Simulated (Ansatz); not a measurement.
# Forms of CH₂Si and their order

Ansatz 0.2.0, functionals in def2-QZVPP, HF, MP2 and coupled cluster extrapolated from def2-TZVPP and def2-QZVPP (exp(−7.88 √X), X^−2.97); geometries are PBE0/def2-TZVP minima. Wave-function levels freeze the cores; HF, MP2 and coupled cluster are restricted for singlets and unrestricted otherwise, Kohn–Sham unrestricted where that lies lower. The best estimate adds to that CCSD(T) limit the step from CCSD(T) to the highest level run in a smaller set (CCSDT(Q)/cc-pVTZ). It lacks core correlation, which semilocal and hybrid functionals hold and which counts in their errors here, (a few kJ/mol in atomization energies of light atoms) is good to about 1 kcal/mol where the step is under 0.06 eV, as here, and is no measured value. Energies are electronic, without zero-point terms. No spin–orbit coupling and no scalar relativity. B2PLYP's MP2 part freezes the cores and isn't at its limit in this set. The species are chosen: bound, without strong static correlation by their natural occupations or amplitudes, and with a ladder that closes on the reference, so errors are smaller than for species at large; levels whose determinant breaks symmetry or spin markedly are left out.

A. triplet; C–Si 1.865, C–H 1.091, angles at C 112/124°. Coordinates (Å): Si 0.000 0.000 0.650; C 0.000 0.000 -1.215; H 0.000 -0.907 -1.822; H 0.000 0.907 -1.822
B. singlet; C–Si 1.702, C–H 1.090, angles at C 113/123°. Coordinates (Å): Si 0.000 0.000 0.596; C 0.000 0.000 -1.106; H 0.000 -0.909 -1.708; H 0.000 0.909 -1.708

Task: From bonding and spin, estimate the order of these in energy at the best estimate, each at its own geometry.

Result: At the best estimate, above the lowest of those listed: B (0.000 eV), A (1.705 eV).

| level | A less B (eV) |
| --- | --- |
| the best estimate | 1.705 |
| CCSD(T) | 1.699 |
| PBE | 1.587 |
| BLYP | 1.639 |
| r2SCAN | 1.403 |
| B97M-V | 1.602 |
| PBE0 | 1.437 |
| B3LYP | 1.555 |
| wB97M-V | 1.698 |
| B2PLYP | 1.635 |

Every level shown puts the same form lowest.

The geometries are PBE0's.
